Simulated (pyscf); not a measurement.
Four-centre exchange: •H₂Si–O–SiH₃ + water (H₂O) → HO–SiH•–O–SiH₃ + hydrogen (H₂)

Gas phase, doublet surface, charge 0. Bonds broken: Si1–H4, H5–O10. Bonds formed: Si1–O10, H4–H5. Optimised with ωB97X-D3(BJ)/def2-SVP in PySCF.

Transition state (Å):

```xyz
11

Si    -1.6544     1.0746     0.3517
O     -0.2859     0.1103     0.4225
Si     0.8332    -0.3211    -0.7389
H     -3.0040    -0.0489     0.1209
H     -2.8602    -0.0624     1.0975
H     -1.7969     1.3206    -1.1550
H      1.9076    -1.1000    -0.0672
H      0.1869    -1.1608    -1.7879
H      1.4223     0.8917    -1.3756
O     -2.2464     0.5208     2.0630
H     -1.5525     0.0017     2.5016
```

One imaginary mode, 1395i cm⁻¹; descent along it reached the two sides named.

```json
[
 {"bond": "Si1–H4", "change": "breaks", "reactant side (Å)": "1.495", "saddle": "1.771", "product side": "4.0"},
 {"bond": "H5–O10", "change": "breaks", "reactant side (Å)": "0.965", "saddle": "1.284", "product side": "2.522"},
 {"bond": "Si1–O10", "change": "forms", "reactant side (Å)": "2.8", "saddle": "1.894", "product side": "1.669"},
 {"bond": "H4–H5", "change": "forms", "reactant side (Å)": "2.8", "saddle": "0.987", "product side": "0.761"}
]
```

Electronic energies relative to the separated reactants (eV):

| level | barrier | reaction energy | reverse barrier |
|---|---|---|---|
| ωB97X-D3(BJ)/def2-TZVP | 1.41 | -0.90 | 2.32 |
| PBE/def2-TZVP | 1.11 | -0.87 | 1.98 |
| r²SCAN/def2-TZVP | 1.17 | -0.97 | 2.14 |
| B3LYP-D3(BJ)/def2-TZVP | 1.38 | -0.92 | 2.30 |
| PBE0-D3(BJ)/def2-TZVP | 1.26 | -0.85 | 2.11 |
| M06-2X/def2-TZVP | 1.36 | -1.01 | 2.37 |
| ωB97M-D3(BJ)/def2-TZVP | 1.37 | -0.89 | 2.25 |
| HF/def2-TZVP | 2.30 | -0.79 | 3.09 |

With ωB97M-D3(BJ)/def2-TZVP energies and thermal terms (ideal gas, 1 atm, RRHO with modes under 100 cm⁻¹ raised to 100, one conformer, R ln 2 for chiral ones without a mode under 150 cm⁻¹), in eV:

```csv
T (K),ΔH‡,ΔG‡,ΔH,ΔG
298,1.28,1.77,-1.00,-0.90
600,1.28,2.27,-0.95,-0.81
900,1.31,2.76,-0.91,-0.75
1200,1.35,3.24,-0.88,-0.70
```

At the saddle there is also a short H–Si contact that neither side keeps. The same reactants have a lower exit, to HO–SiH₂–O–SiH₃ + H• (barrier +0.86 eV at ωB97M-D3(BJ), against +1.37 eV here). This is the saddle that the search found; another between the same sides may lie lower.
